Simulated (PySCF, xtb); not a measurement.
Homolysis of single bonds, series HO-X. All species are isolated molecules in the gas phase. One relaxed conformer stands for each flexible species; it need not be the lowest. Strings in code marks are SMILES.

Quantity: homolytic bond dissociation enthalpy at 298 K (no spin–orbit term), in kcal/mol. Thermal and zero-point terms are GFN2-xTB rigid-rotor harmonic values (xtb).

Level 1: B3LYP-D3(BJ)/def2-TZVP (PySCF)
Level 2: PBE-D3(BJ)/def2-TZVP // B3LYP-D3(BJ)/def2-TZVP (PySCF)
Level 3: BP86/6-31G* // B3LYP-D3(BJ)/def2-TZVP (PySCF)
Level 4: M06-2X/6-31G* // B3LYP-D3(BJ)/def2-TZVP (PySCF)

```csv
species,level 1,level 2,level 3,level 4
"C–O bond of `N#CO`, giving `[C]#N` and `[OH]`",120.2,124.9,123.7,126.0
"C–O bond of `CO`, giving `[CH3]` and `[OH]`",88.6,95.0,95.4,96.1
"O–S bond of `OS` (H–O–S–H torsion 91°), giving `[OH]` and `[SH]`",67.9,76.1,70.8,68.5
"C–O bond of `CCO` (C–C–O–H torsion 59°), giving `[CH2]C` and `[OH]`",89.3,95.4,95.6,97.5
"C–O bond of `O=CO` (O–C–O–H torsion 0°), giving `[CH]=O` and `[OH]`",106.8,113.9,115.5,115.7
"C–Si bond of `C[Si](C)(C)O` (C–Si–O–H torsion 60°), giving `C[Si](C)O` (C–Si–O–H torsion 177°) and `[CH3]`",88.4,89.0,86.9,93.5
"O–Si bond of `O[SiH3]`, giving `[OH]` and `[SiH3]`",119.4,120.4,115.8,119.3
"C–C bond of `CCO` (C–C–O–H torsion 59°), giving `[CH2]O` and `[CH3]`",81.7,85.0,85.8,91.5
```
